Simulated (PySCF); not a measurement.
Compound: 2,3-dihydrofuran, C4H6O.
Atom-mapped SMILES: `[CH:1]1=[CH:2][O:3][CH2:4][CH2:5]1` (hydrogens: H6 on C1; H7 on C2; H8, H9 on C4; H10, H11 on C5)

Computed by this run: PySCF, PBE0-D3(BJ)/def2-SVP geometry optimisation, gas phase; density fitting, grid level 1; the optimiser is geomeTRIC in internal coordinates, started from an MMFF94s structure.

Step 0: E = -6280.1391 eV
```
atom  x, y, z in Å  |  force x, y, z in eV/Å
C1      0.8128   -0.8360   -0.0624    0.343  -0.015   0.073
C2      1.3368    0.3715   -0.2289   -0.238   0.969  -0.157
O3      0.4535    1.4272   -0.2237    0.148  -1.373   0.167
C4     -0.8094    0.8216    0.1268   -0.141   0.458  -0.073
C5     -0.6523   -0.6969    0.0775   -0.277   0.124  -0.008
H6      1.3593   -1.7662   -0.0611    0.223  -0.297  -0.009
H7      2.3670    0.6417   -0.3926    0.473   0.209  -0.078
H8     -1.0815    1.1589    1.1338   -0.017   0.142   0.186
H9     -1.5781    1.1717   -0.5703   -0.047   0.222  -0.092
H10    -1.1716   -1.1251   -0.7857   -0.257  -0.249  -0.159
H11    -1.0365   -1.1684    0.9865   -0.209  -0.189   0.150
```

Step 1: E = -6280.1768 eV
```
atom  x, y, z in Å  |  force x, y, z in eV/Å
C1      0.8279   -0.8401   -0.1030   -0.062  -0.307  -0.173
C2      1.3524    0.3774   -0.2474   -0.054  -0.063   0.486
O3      0.4826    1.3904   -0.0606   -0.157   0.359  -0.394
C4     -0.8270    0.8291    0.1226    0.233  -0.037   0.219
C5     -0.6612   -0.7026    0.1031    0.081  -0.088   0.026
H6      1.3799   -1.7788   -0.1479   -0.064   0.019  -0.093
H7      2.3893    0.6702   -0.4246   -0.061   0.049  -0.008
H8     -1.2058    1.1854    1.0939   -0.033   0.062  -0.058
H9     -1.4915    1.2091   -0.6692    0.054   0.002  -0.023
H10    -1.2355   -1.1802   -0.7119    0.022   0.041   0.051
H11    -1.0111   -1.1598    1.0452    0.041  -0.037  -0.033
```

**Question.** Estimate the geometry and energy of step 2. (The exact step hangs on the optimiser's Hessian estimate; all steps are aligned on step 1, rigid shifts and turns removed.)

**Answer.** E = -6280.1844 eV, largest force 0.687 eV/Å
```
atom  x, y, z in Å  |  force x, y, z in eV/Å
C1      0.8284   -0.8590   -0.1211   -0.263   0.442   0.166
C2      1.3343    0.3745   -0.2044    0.636   0.062  -0.252
O3      0.4737    1.4084   -0.0994   -0.040  -0.416   0.082
C4     -0.8192    0.8336    0.1222   -0.120  -0.024   0.029
C5     -0.6512   -0.7043    0.1144   -0.138  -0.099  -0.125
H6      1.3760   -1.7963   -0.2031   -0.002   0.048   0.023
H7      2.3686    0.6759   -0.3751    0.057   0.003   0.008
H8     -1.1963    1.2226    1.0808   -0.047  -0.049   0.011
H9     -1.4881    1.1874   -0.6773   -0.025   0.008   0.010
H10    -1.2397   -1.1722   -0.6933   -0.065  -0.007   0.026
H11    -0.9864   -1.1707    1.0564    0.006   0.030   0.021
```

The energy changes by -0.0076 eV. The first-order estimate −F·Δx gives -0.0684 eV and the mean of the old and new forces, exact on a quadratic surface, -0.0078 eV. The step makes an angle of 52° with the force vector and moves no atom by more than 0.058 Å.

What follows is the cost of the whole optimisation. Hardware: one thread, Arm Neoverse V2, no GPU, on a shared host. Cost: 18 s wall.
